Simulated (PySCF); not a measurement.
Compound: lithium hydride, LiH.
SMILES: `[LiH]`

The closed-shell ground state was solved at several levels (PySCF, density fitting, gas phase, non-relativistic). Isolated species at its PBE0-D3(BJ)/def2-SVP geometry, gas phase.

| level | basis functions | HOMO (eV) | LUMO (eV) | gap (eV) | dipole (D) |
| --- | --- | --- | --- | --- | --- |
| wB97X-D/def2-SVPD | 20 | -7.28 | -0.02 | 7.26 | 5.89 |
| PBE0/6-31+G* | 20 | -5.47 | -1.07 | 4.40 | 5.65 |
| PBE0/aug-cc-pVDZ | 32 | -5.46 | -1.15 | 4.31 | 5.76 |
| wB97X-D/pcSseg-2 | 35 | -7.35 | 0.04 | 7.39 | 5.90 |
| PBE0/def2-SVP | 14 | -5.35 | -0.88 | 4.47 | 5.63 |
| PBE0/pcSseg-0 | 11 | -5.40 | -0.93 | 4.47 | 5.88 |
| B97-D/pcSseg-2 | 35 | -4.37 | -1.56 | 2.81 | 5.69 |
| PBE/def2-SVPD | 20 | -4.30 | -1.54 | 2.76 | 5.63 |
| mPW1PW91/pcSseg-2 | 35 | -5.47 | -1.19 | 4.28 | 5.76 |
| PBE0/6-31G | 11 | -5.50 | -0.98 | 4.52 | 5.65 |
| B3LYP/def2-SVPD | 20 | -5.25 | -1.31 | 3.94 | 5.73 |
| B3LYP/pcJ-1 | 21 | -5.31 | -1.18 | 4.13 | 5.59 |
| PBE0/6-31G* | 16 | -5.47 | -0.99 | 4.48 | 5.64 |

Question: Estimate the row for PBE0/6-311+G(2d,p), a basis of 33 functions; the other rows only guide the guess.

Answer: HOMO -5.44 eV, LUMO -1.11 eV, gap 4.33 eV, dipole 5.75 D.

Question: Over all these levels, which gives the widest orbital gap and which the narrowest?

Answer: wB97X-D/pcSseg-2 (range-separated hybrid) has the widest, 7.39 eV, and PBE/def2-SVPD (GGA) the narrowest, 2.76 eV. Functional and basis both differ between the two, so the spread mixes both effects.

Question: How much does the basis alone move the frontier levels among the 7 PBE0 rows (the withheld one included)?

Answer: The HOMO by 0.15 eV and the LUMO by 0.27 eV. By rising basis size (HOMO, LUMO in eV): pcSseg-0 -5.40, -0.93; 6-31G -5.50, -0.98; def2-SVP -5.35, -0.88; 6-31G* -5.47, -0.99; 6-31+G* -5.47, -1.07; aug-cc-pVDZ -5.46, -1.15; 6-311+G(2d,p) -5.44, -1.11.

Question: How far do the dipole and the HOMO energy spread over the levels?

Answer: The dipole runs from 5.59 to 5.90 D (mean 5.73 D) and the HOMO from -7.35 to -4.30 eV.
